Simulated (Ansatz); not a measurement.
Zinc-blende InAs: Γ–Γ gap by level of theory

**Question.** Put these levels in order of the Γ–Γ gap that they give for zinc-blende InAs, smallest first: HSE06+SOC (Ansatz, a quantum-chemistry and plane-wave program), PBE0+SOC (Ansatz), r²SCAN+SOC (Ansatz).

**Answer.** r²SCAN+SOC (0.11 eV), HSE06+SOC (0.38 eV), PBE0+SOC (0.93 eV)

Computed values are for a static lattice.  Values are at the measured cell. Cutoffs and k meshes differ between the levels. Ansatz's density-functional and Hartree–Fock values are scalar-relativistic unless marked +SOC, with PAW data made under PBE.
